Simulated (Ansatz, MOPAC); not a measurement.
System: C₂HF₃N (charge +1, singlet). SMILES: FC(F)(F)C#[NH+]

Atoms: C1, C2, F3, F4, F5, N6, H7. Bonds: C1-C2, C1-F3, C1-F4, C1-F5, C2-N6, N6-H7.

Bond lengths (Å) and angles (degrees) optimised at AM1 with MOPAC; HF/3-21G with Ansatz (a quantum-chemistry and plane-wave program); MP2/6-31G* with Ansatz, each started from the B3LYP-D3(BJ)/def2-TZVP structure (Ansatz) of the last column. A row stands for all coordinates that are equal there. 6-31G* holds six Cartesian d functions. No wavenumbers were computed at MP2/6-31G*, so these may be saddle points.

```csv
coordinate,AM1,HF/3-21G,MP2/6-31G*,B3LYP-D3(BJ)/def2-TZVP
C1-C2,1.554,1.539,1.551,1.560
C1-F3,1.357,1.322,1.318,1.310
C2-N6,1.151,1.121,1.157,1.132
N6-H7,0.996,1.007,1.021,1.016
C2-C1-F3,110.1,107.1,106.8,106.9
F3-C1-F4,108.8,111.8,112.0,111.9
C1-C2-N6,180.0,180.0,180.0,180.0
C2-N6-H7,180.0,180.0,180.0,180.0
```

Mean signed difference of all 6 bond lengths from B3LYP-D3(BJ)/def2-TZVP: AM1 0.022 Å, HF/3-21G -0.001 Å, MP2/6-31G* 0.007 Å.
